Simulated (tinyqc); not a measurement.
Orbital energy against energy difference: ionisation energy by orbital energies and by energy differences in the cc-pvdz basis, for H2O, spin multiplicity 1. Computed by the program tinyqc with PySCF. The cation is unrestricted; errors are against CCSD(T) in this basis, not against experiment.

Geometry (angstrom):
```
atom       x        y       z
O     0.0000   0.0000  0.0000
H     0.0000   0.7570  0.4820
H     0.0000  -0.7570  0.4820
```

CCSD(T) difference in the same basis = 12.1435 eV

IP-EOM-CCSD = 11.9864 eV

First vertical ionisation energy (eV):
```
method     -e(HOMO)  E(cation) - E  error of -e(HOMO)  error of the difference
HF          13.4587      10.936951             1.3152                  -1.2066
LDA          6.2947      12.853105            -5.8489                   0.7096
PBE          6.1855      12.486031            -5.9580                   0.3425
B3LYP        7.8964      12.519587            -4.2471                   0.3761
PBE0         8.2729      12.403975            -3.8706                   0.2605
CAM-B3LYP    9.7974      12.518445            -2.3461                   0.3749
LC-wPBE     11.2847      12.575209            -0.8588                   0.4317
```

What does the comparison show, and why?

Koopmans errs by +1.32 eV and Delta-HF by -1.21 eV: relaxation, 2.52 eV, lowers the value and the missing correlation difference works against it. The PBE level is off by -6.0 eV through the wrong tail of its potential, though its energy difference is off by +0.34 eV; exact exchange deepens the level, and among the orbital energies LC-wPBE comes closest; among the differences PBE0 does.
